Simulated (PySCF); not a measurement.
A structure optimised at PBE-D3(BJ)/def2-TZVP, used in a PySCF frequency run:

```xyz
9

C      1.1698     0.0000     0.1978
O      0.0000     0.0000    -0.5985
C     -1.1698     0.0000     0.1978
H      1.2219    -0.8974     0.8454
H      1.2219     0.8974     0.8454
H      2.0302     0.0000    -0.4836
H     -1.2219    -0.8974     0.8454
H     -2.0302     0.0000    -0.4836
H     -1.2219     0.8974     0.8454
```
Charge 0, spin multiplicity 1.

Q: Write its SMILES, formula and point group.

A: COC, C2H6O, C2v

Q: What are its rotational constants (standard atomic weights)?

A: 38.439, 10.018, 8.8504 GHz
